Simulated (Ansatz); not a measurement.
C4H5N can be A, `C/C=C/C#N`, or B, `CC=C=C=N`.

Computed with Ansatz on PBE0-D4/def2-TZVP structures; ΔE is electronic, products minus reactants. CCSD(T)/CBS is the MP2 limit (def2-TZVPP, def2-QZVPP) plus CCSD(T) − MP2 in def2-TZVPP, frozen cores. This one scheme is used for every species. DFT in def2-TZVPP. B3LYP here is the variant with VWN-RPA as its local correlation; programs differ in this. Each species was taken in one conformer, which may not be the lowest.

Problem. Which is lower in electronic energy at CCSD(T)/CBS, and by how much? (An estimate is asked.)

Solution. Computed: A, by 166.0 kJ/mol.

Problem. Give E(B) − E(A) in kJ/mol with r2SCAN-D4, B3LYP-D4, PBE-D4, CCSD/def2-TZVPP, CCSD(T)/def2-SVP, B2PLYP, B3LYP. (Best estimate.)

Solution. Ansatz gave: r2SCAN-D4 133.4, B3LYP-D4 141.5, PBE-D4 124.0, CCSD/def2-TZVPP 177.3, CCSD(T)/def2-SVP 178.7, B2PLYP 156.4, B3LYP 140.5. None reverses the order clearly.

Problem. Does the order hold for the free energy at 298.15 K (harmonic terms from PBE0-D4)? (Best estimate.)

Solution. Ansatz gave: Yes: G(B) − G(A) = +161.3 kJ/mol, for one conformer each.

Largest T1 diagnostic: 0.015.

In def2-TZVPP, CCSD(T) changes the Hartree–Fock value by −20.9 kJ/mol (the triples alone add −6.8 kJ/mol) and MP2 by −13.7 kJ/mol. From PBE to PBE0 (25 % exact exchange), in def2-TZVPP and without D4, E(B) − E(A) moves by +16.6 kJ/mol.
